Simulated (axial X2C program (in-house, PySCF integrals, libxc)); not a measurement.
# How long does NaN⁺ take?

A bond scan computed with an in-house relativistic program for diatomic molecules. Basis: Na dyall-cv3z [9s8p5d2f], N dyall-av3z [7s7p3d2f] (cores contracted in-house).

The run was started with this input:
```json
{"zs": [11, 7], "q": 1, "bas": ["dyall-cv3z", "dyall-av3z"], "levels": ["PBE0", "HF", "BP86"], "cc": true, "r0": 2.2, "thr": -2.0, "nmax": 90, "npts": 10, "nst": 2, "ntry": 6}
```
```bash
python so2c.py task.json out
```

Keys: zs atomic numbers; q charge; bas basis sets; levels methods; cc coupled cluster on or off; r0 starting distance in Å; thr threshold in hartree for freezing inner shells (an s shell follows its p shell); nmax most natural virtual spinors; npts points on the curve; nst determinants followed; ntry starts of the search. HF also brings MP2.

Hardware: 1 thread of Arm Neoverse V2, on a shared host.

Wall time of one point of each curve, integrals apart:

```tsv
Hamiltonian	level	points	seconds a point
spin-free	PBE0	10	0.14
spin-free	HF	10	0.067
spin-free	CCSD(T) (13 electrons, 89 virtuals)	7	3.8
spin-free	BP86	10	0.12
2c	PBE0	10	0.17
2c	HF	10	0.092
2c	CCSD(T) (13 electrons, 90 virtuals)	7	4.3
2c	BP86	10	0.13
```

The rest:

Search with its distance optimisation 6.1 s, atoms 4.9 s, whole task 78 s. Coupled cluster runs on the points near the minimum only. The program drops outer points, and coupled cluster, when its time limit (not in the input) nears; MP2, further determinants and curves that did not converge are not in the table.
